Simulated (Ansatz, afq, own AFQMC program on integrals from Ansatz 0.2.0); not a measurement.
## Where AFQMC and coupled cluster stand for TaCl⁺, octet

```xyz
2

Ta    0.0000    0.0000    0.0000
Cl    0.0000    0.0000    2.8752
```

Basis def2-SVP with its core potentials. Only valence electrons are correlated. Integrals, coupled cluster, full CI and functionals: Ansatz 0.2.0; the random walks run on the same integrals in our own AFQMC program. The CISD trial takes its coefficients from CCSD amplitudes. Released means that phaseless walkers are propagated on without the constraint, phases kept. Free projection: walkers drawn from exp(T), propagated without any constraint. Its projection time is finite, and what remains of the start isn't in its error. Error bars are statistical, one sigma. No spin–orbit coupling. The metal's outer-core s and p shells are frozen, which shifts wave-function levels against functionals.

Determinant: UHF, the one that the program's search chose, which needn't be the lowest solution. The geometry is a PBE0/def2-TZVP stationary point of this or a neighbouring charge and spin state.

No full CI on the walks' own integrals is used here; CCSDT(Q) serves as the reference and is uncertain by about the last step of the cluster series.

Cautions: no spin-orbit coupling; outer-core shells of the metal frozen; another spin lies lower (by 7.28 eV).

- T1 diagnostic: 0.0080
- weight of the determinant in the CISD state: 0.924
- ⟨S²⟩ of the determinant: 15.761
- size of the correlated space: 11 electrons in 41 orbitals

Reference: CCSDT(Q), correlation energy -4.313 eV. The released energy is read at 1.62 1/Eh, later times being too noisy (meV from the phaseless value at times in 1/Eh: -2 ± 6 at 0.24, -3 ± 6 at 0.51, -24 ± 8 at 0.99, -24 ± 8 at 1.62, -17 ± 13 at 2.40).

```json
{"level": "HF", "E − E(reference) (kJ/mol)": "416.1", "share of correlation (%)": "0.00"}
{"level": "MP2", "E − E(reference) (kJ/mol)": "76.4", "share of correlation (%)": "81.63"}
{"level": "CCSD", "E − E(reference) (kJ/mol)": "6.9", "share of correlation (%)": "98.35"}
{"level": "CCSD(T)", "E − E(reference) (kJ/mol)": "1.7", "share of correlation (%)": "99.59"}
{"level": "CCSDT", "E − E(reference) (kJ/mol)": "0.4", "share of correlation (%)": "99.91"}
{"level": "ph-AFQMC/HF", "E − E(reference) (kJ/mol)": "20.9 ± 2.8", "share of correlation (%)": "94.98"}
{"level": "ph-AFQMC/CISD", "E − E(reference) (kJ/mol)": "2.1 ± 0.5", "share of correlation (%)": "99.49"}
{"level": "released AFQMC", "E − E(reference) (kJ/mol)": "-0.2 ± 0.8", "share of correlation (%)": "100.05"}
{"level": "free AFQMC", "E − E(reference) (kJ/mol)": "0.4 ± 0.6", "share of correlation (%)": "99.91"}
```

Free projections are given only where their last times agree within the noise and don't stop above the reference; a slow remainder of the start can still hide under it. A walk keeps the symmetry of its determinant, which the program's search chose and which needn't be the lowest solution, so a lower state of the same spin and another symmetry isn't excluded. Released energies are given only where the last usable release times agree within the noise; a slower fall can still hide under it.
